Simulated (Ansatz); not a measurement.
Input for Ansatz (development build ahead of 0.2.0):

```yaml
crystal:
  periodic: [false, false, false]
  atoms:
    - { symbol: C, position_ang: [-0.11833, -0.08268, -0.50704] }
    - { symbol: C, position_ang: [-0.0856, -0.05476, 0.87995] }
    - { symbol: H, position_ang: [-0.09922, -0.99069, -0.94331] }
    - { symbol: H, position_ang: [-0.00279, 0.91703, -1.07295] }
basis:
  gaussian: { orbitals: STO-3G }
hamiltonian:
  xc: hf
correlation:
  method: mp2
  frozen_orbitals: { C: 1, H: 0 }
```

The input is written out in the form of the current development build from the run's settings.

Results

| Item | Value |
| --- | --- |
| Converged | yes |
| Reference energy | -75.76838 hartree |
| Correlation energy | -0.11348 hartree |
| Total energy | -75.88187 hartree |
| Spin squared of the determinant | 0.000 |
